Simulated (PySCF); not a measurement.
Gas-phase reaction: 2 SiHF + 4 SiH4 = 3 Si2H6 + 2 F

Computed with PySCF and rigid-rotor harmonic-oscillator thermochemistry at 1 bar. † marks an energy on the PBE0/def2-TZVP geometry and frequencies; other levels use their own. CCSD(T) freezes the core. 6-31G* has spherical d functions here. Open shells (unrestricted): F (multiplicity 2); the rest are closed-shell singlets. Spin-orbit splitting is ignored; it lowers the true energy and changes the entropy of F. SiHF: computed as isolated molecules; such fragments, hydroxides, amides, oligomers or adducts are transient or little studied in the gas. CCSD(T) isn't extrapolated to the basis-set limit.

| level | ΔH°(298 K), kJ |
|---|---|
| CCSD(T)/def2-TZVPP† | (withheld) |
| HF/6-31G* | 325 |
| PBE/def2-SVP | 529 |
| ωB97M-V/def2-TZVP† | 579 |
| ωB97X-V/def2-TZVP† | (withheld) |

Task: Some entries are withheld; supply them.

Result: 
- CCSD(T)/def2-TZVPP†, ΔH°(298 K), kJ: 547
- ωB97X-V/def2-TZVP†, ΔH°(298 K), kJ: 524
